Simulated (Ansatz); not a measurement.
Energy needed to pull apart CH5AlSi (SMILES [AlH2][CH]=[SiH2]), singlet, into free ground-state atoms, from the structure below (displaced at random from a GFN2-xTB minimum); no zero-point or spin–orbit terms; open-shell atoms are treated unrestricted, in their ground-state multiplicity.

```
8
angstrom
Al -1.3223 0.6709 -0.4683
C 0.3085 0.4854 0.0998
Si 1.2785 -0.9228 0.4789
H -2.5464 -0.4039 -0.8657
H -2.2064 1.9452 -0.6322
H 0.6966 1.5570 0.2350
H 2.7132 -1.0904 1.1310
H 0.9517 -2.1666 0.4920
```

Computed with Ansatz 0.2.0 (basis: def2-TZVPP); correlated methods freeze the cores.

```json
{"method": "PBE-D4", "atomization energy (kJ/mol)": "2246"}
{"method": "r2SCAN-D4", "atomization energy (kJ/mol)": "?"}
{"method": "PBE0-D4", "atomization energy (kJ/mol)": "2225"}
{"method": "HSE06-D4", "atomization energy (kJ/mol)": "2227"}
{"method": "CAM-B3LYP-D4", "atomization energy (kJ/mol)": "2255"}
{"method": "wB97M-V", "atomization energy (kJ/mol)": "2256"}
{"method": "HF", "atomization energy (kJ/mol)": "?"}
{"method": "MP2", "atomization energy (kJ/mol)": "2196"}
{"method": "CCSD", "atomization energy (kJ/mol)": "2161"}
{"method": "CCSD(T)", "atomization energy (kJ/mol)": "2193"}
```

What does r2SCAN-D4 give? (To be estimated.)

By the calculation: 2258 kJ/mol, which is about 65 kJ/mol more than CCSD(T)/def2-TZVPP.

What does HF give? (To be estimated.)

Computed: 1637 kJ/mol, which is about 556 kJ/mol less than CCSD(T)/def2-TZVPP.

In triple zeta the MP2 and coupled-cluster atomization energies are still short of their basis limit by a few kcal/mol a bond, whereas those of the functionals are nearly converged, so these differences are not deviations from converged CCSD(T).

The T1 diagnostic stays at or below 0.016.

For scale, one of the runs: CCSD(T)/def2-TZVPP forces, 185 basis functions (an equivalent command: `ansatz run in.yaml --threads 4`). Time: 54 s of wall clock on 4 CPU threads; the host was shared. Peak host memory: 3.4 GiB.
